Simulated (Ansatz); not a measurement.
Geometry optimisation, Ansatz, RKS CAM-B3LYP/def2-SVP.

Input file:

```yaml
crystal:
  periodic: [false, false, false]
  atoms:
    - { symbol: Si, position_ang: [0.0, 0.0, 0.0] }
    - { symbol: H, position_ang: [0.9994, 0.0, 1.3254] }
    - { symbol: H, position_ang: [1.5827, 0.0, 0.5009] }
    - { symbol: H, position_ang: [-0.6877, 1.1914, -0.4862] }
    - { symbol: H, position_ang: [-0.6877, -1.1914, -0.4862] }
basis:
  gaussian: { orbitals: def2-SVP }
hamiltonian:
  xc: cam_b3lyp
relax:
  f_tol: 0.15
  max_steps: 25
  restrain:
    - { distance: [1, 2], at: 1.86, k: 30.0 }
    - { distance: [0, 1], at: 1.46, k: 30.0 }
    - { distance: [0, 2], at: 1.46, k: 30.0 }
```

Command:

```bash
$ ansatz run input.yaml --threads 1 --pin off --max-ram 2048MiB --backend cpu --events-out ev --progress --plain --runs-dir out
```

Question: Where does it end, and by what steps?

Answer: The forces met the threshold. The restraints hold the end off the free minimum. After 5 steps the energy has fallen by 3.169 eV (the restraints' own energy left out); H3 moved furthest, 0.55 Å.

| step | energy less start (eV) | largest force component (eV/Å) | accepted |
| --- | --- | --- | --- |
| 0 | 0.0000 | 2.977 | yes |
| 1 | -1.3161 | 2.877 | yes |
| 2 | -2.4717 | 2.052 | yes |
| 3 | -3.0927 | 1.424 | yes |
| 4 | -3.1611 | 1.419 | yes |
| 5 | -3.1690 | 1.419 | yes |

```xyz
5
Properties=species:S:1:pos:R:3
Si 0.153 0.000 0.109
H 0.489 0.000 1.521
H 1.597 0.000 -0.045
H -0.517 1.234 -0.365
H -0.517 -1.234 -0.365
```

Whether the end is a true minimum wasn't checked by a vibrational analysis.

Run time: 3.7 s on 1 thread of Intel(R) Xeon(R) Platinum 8488C (Sapphire Rapids), with other jobs on the host, peak memory 0.11 GiB.
